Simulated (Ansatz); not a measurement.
We consider rock-salt SnTe (cubic form, which distorts at low temperature), described by HSE06 in Ansatz (plane waves, PAW).

Numerical settings: plane-wave cutoff 460 eV, 8×8×8 k mesh, Fermi–Dirac smearing 0.01 eV, scalar-relativistic PAW data made under PBE.

Results at a series of volumes:

```tsv
V (Å³/atom)	E − E_lowest (meV/atom)
30.525	12.52
31.329	3.01
32.302	0.00
32.935	2.42
33.739	9.83
```

Question: What bulk modulus B0 and pressure derivative B′ does a third-order Birch–Murnaghan fit give?

Answer: V0 = 32.157 Å³/atom, B0 = 44.5 GPa, B′ = 4.3 (fit to the energies at full precision).

Measured, for comparison: bulk modulus 37.8 GPa (temperature not stated, not corrected to a static lattice; as tabulated in Toher et al. (2017), arXiv:1611.05714); equilibrium volume per atom 31.50 Å³/atom (room temperature, not corrected to a static lattice; as tabulated in Maiti et al. (2022), arXiv:2109.01420). Computed less measured: bulk modulus +18 % (against room or unstated temperature, where such soft solids are markedly softer), equilibrium volume per atom +2.1 %.

Note: symmetry holds this phase in the static calculation, where it need not be a minimum.

Spin–orbit coupling is not included.

Computed values are for the static lattice.

Cost on a shared machine: about 17 core-minutes (a rough figure).

Ansatz is an electronic-structure program.
